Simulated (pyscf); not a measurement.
Concerted two-bond exchange: H₃C–O–AlH₂ -> H₃C–AlH–OH

Gas phase, singlet surface, charge 0. Bonds broken: C1–O2, Al3–H7. Bonds formed: C1–Al3, O2–H7. PySCF, gas phase, ωB97X-D3(BJ)/def2-SVP geometries. Correlated levels are frozen-core, on RHF or UHF. ΔMP2 is the change of the MP2 total energy from the triple- to the quadruple-zeta basis.

Transition state (Å):

```xyz
8

C     -1.4134     0.7477     0.0989
O      0.0711    -0.6809     0.4759
Al    -0.3074    -0.6774    -1.1319
H     -2.4198     0.3845    -0.1707
H     -1.3580     0.9441     1.1736
H     -1.1264     1.6495    -0.4684
H      0.9235    -1.7572    -0.4114
H     -0.7113    -0.6393    -2.6640
```

One imaginary mode, 1381i cm⁻¹; descent along it reached the two sides named.

| bond | change | reactant side (Å) | saddle | product side |
|---|---|---|---|---|
| C1–O2 | breaks | 1.397 | 2.094 | 3.1 |
| Al3–H7 | breaks | 1.578 | 1.789 | 2.401 |
| C1–Al3 | forms | 2.9 | 2.184 | 1.945 |
| O2–H7 | forms | 2.8 | 1.635 | 0.959 |

Electronic energies relative to the reactant's lowest minimum found (kcal/mol):

| level | barrier | reaction energy | reverse barrier |
|---|---|---|---|
| ωB97X-D3(BJ)/def2-TZVP | 115.0 | -23.9 | 139.0 |
| PBE/def2-TZVP | 94.0 | -24.0 | 118.0 |
| r²SCAN/def2-TZVP | 101.0 | -24.8 | 125.9 |
| B3LYP-D3(BJ)/def2-TZVP | 105.6 | -22.8 | 128.4 |
| PBE0-D3(BJ)/def2-TZVP | 107.4 | -24.2 | 131.5 |
| M06-2X/def2-TZVP | 114.4 | -24.7 | 139.0 |
| ωB97M-D3(BJ)/def2-TZVP | 111.1 | -24.5 | 135.6 |
| HF/def2-TZVP | 139.8 | -19.9 | 159.7 |
| MP2/def2-QZVPP | 116.6 | -27.3 | 143.8 |
| CCSD/def2-TZVPP | 116.1 | -24.7 | 140.8 |
| CCSD(T)/def2-TZVPP | 108.6 | -25.0 | 133.6 |
| CCSD(T)/def2-TZVPP + ΔMP2(QZVPP) | 108.6 | -25.6 | 134.1 |

With CCSD(T)/def2-TZVPP + ΔMP2(QZVPP) energies and thermal terms (ideal gas, 1 atm, RRHO with modes under 100 cm⁻¹ raised to 100, one conformer, R ln 2 for rigid chiral ones), in kcal/mol:

| T (K) | ΔH‡ | ΔG‡ | ΔH | ΔG |
|---|---|---|---|---|
| 298 | 104.1 | 104.0 | -25.2 | -25.3 |
| 600 | 104.6 | 103.8 | -24.5 | -25.7 |
| 900 | 104.7 | 103.4 | -24.2 | -26.3 |
| 1200 | 104.6 | 103.0 | -24.2 | -27.0 |

From the product side, CH₃• + [HO–AlH]• lies, by one bond made or cut, 47.4 kcal/mol under this saddle at ωB97M-D3(BJ). The same reactants have a lower exit, to H₃C–O–Al [singlet] + H₂ (barrier +81.2 kcal/mol at ωB97M-D3(BJ), against +111.1 kcal/mol here). One saddle was located; it need not be the lowest between these sides. A restricted solution here is unstable towards spin polarisation, so biradical character is likely and single-reference numbers are less safe. The CCSD(T) − MP2 part came from Ansatz, without density fitting, on the same reference. The largest closed-shell T1 diagnostic is 0.032, which may signal static correlation.
